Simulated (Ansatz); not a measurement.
# SiH5 (doublet): from Hartree-Fock to the top rungs at distance Si1–H5 along a hydrogen transfer = 1.736 Å, cc-pVDZ

How much of the correlation energy of SiH5 (doublet) does each wave-function method recover here?

The runs use Ansatz 0.2.0, Gaussian basis; cc-pVDZ, core rule «outside noble gas», up to 5 orbitals frozen.

Plan: UHF; CCSD(T) on ROHF; CCSD(T) on UHF; BCCD(T) on ROHF; CISD; CCSDT(Q) on ROHF; CCSDT(Q) on UHF; CASSCF and MRCISD+Q, 3 electrons in 3 orbitals; CASSCF and NEVPT2, 3 electrons in 3 orbitals; CASSCF and MRCISD+Q, 9 electrons in 9 orbitals; CASSCF and NEVPT2, 9 electrons in 9 orbitals.

7 further runs of the same task are left out: 7 that didn't finish.

## 1. The geometry

The geometry derives from fragments relaxed apart (PBE0/def2-TZVP) and kept rigid, so it is no stationary point. A hydrogen atom is moved between rigid fragments.

6 atoms, charge 0, spin multiplicity 2.

Atoms are counted from 1 here; the program's logs count them from 0.

Bond lengths: Si1–H2 1.485 Å, Si1–H3 1.485 Å, Si1–H4 1.485 Å. Angles: H2–Si1–H3 109.5°, H2–Si1–H4 109.5°, H3–Si1–H4 109.5°.

## 2. UHF

Contents of in.yaml:

```yaml
crystal:
  periodic: [false, false, false]
  atoms:
    - {symbol: Si, position_ang: [-0.093365, 0.000000, 0.000000]}
    - {symbol: H, position_ang: [-0.588237, 1.399708, 0.000000]}
    - {symbol: H, position_ang: [-0.588237, -0.699854, 1.212183]}
    - {symbol: H, position_ang: [-0.588237, -0.699854, -1.212183]}
    - {symbol: H, position_ang: [1.642635, 0.000000, 0.000000]}
    - {symbol: H, position_ang: [2.723635, 0.000000, 0.000000]}
basis:
  gaussian: {orbitals: cc-pVDZ}
magnetization: {spin_polarized: true, initial_magnetization: 1}
hamiltonian: {xc: hf}
output: {orbitals: {seedname: orbitals}}
```

Started as:

```bash
ansatz run in.yaml --threads 1 --pin off --events-out ev --progress --plain --max-ram 2393MiB
```

The runs that follow: CCSD(T) on ROHF; CCSD(T) on UHF; BCCD(T) on ROHF; CISD; CCSDT(Q) on ROHF; CCSDT(Q) on UHF; CASSCF and MRCISD+Q, 3 electrons in 3 orbitals; CASSCF and NEVPT2, 3 electrons in 3 orbitals; CASSCF and MRCISD+Q, 9 electrons in 9 orbitals; CASSCF and NEVPT2, 9 electrons in 9 orbitals.

**Question.** What will the summary of the whole plan be? Wanted: UCCSDT(Q) below the RHF energy; RMP2 from UCCSDT(Q); UMP2 from UCCSDT(Q); RCCSD from UCCSDT(Q); RCCSD(T) from UCCSDT(Q); UCCSD(T) from UCCSDT(Q); RCCSDT(Q) from UCCSDT(Q); NEVPT2 pair from UCCSDT(Q); NEVPT2 valence from UCCSDT(Q).

As calculated:

```
                         quantity                                                                     value
   UCCSDT(Q) below the RHF energy                                                                -4.7026 eV
              RMP2 from UCCSDT(Q)                                                               +1080.5 meV
              UMP2 from UCCSDT(Q)                                                               +1085.2 meV
             RCCSD from UCCSDT(Q)                                                                +112.2 meV
          RCCSD(T) from UCCSDT(Q)                                                                 +24.2 meV
          UCCSD(T) from UCCSDT(Q)                                                                 +24.6 meV
         RCCSDT(Q) from UCCSDT(Q)                                                                  +0.2 meV
       NEVPT2 pair from UCCSDT(Q)                                                                +979.4 meV
    NEVPT2 valence from UCCSDT(Q)                                                                +888.5 meV
  MRCISD+Q valence from UCCSDT(Q)                                                                 +20.3 meV
levels within 1 kcal/mol (43 meV)  RCCSD(T), UCCSD(T), BCCD(T), RCCSDT, UCCSDT, RCCSDT(Q), MRCISD+Q valence
                    T1 diagnostic                                                                     0.028
   effectively unpaired electrons                                                                      1.02
```

What this shows: RCCSD(T) lands +24.2 meV from the yardstick (0.5 % of the correlation energy). One determinant dominates. Of the multireference levels listed MRCISD+Q valence comes nearest in total energy (+20.3 meV), which doesn't show that its space is the better one. These misses are within one basis, not against nature; the frozen cores of restricted and unrestricted runs differ, which can shift their rows.
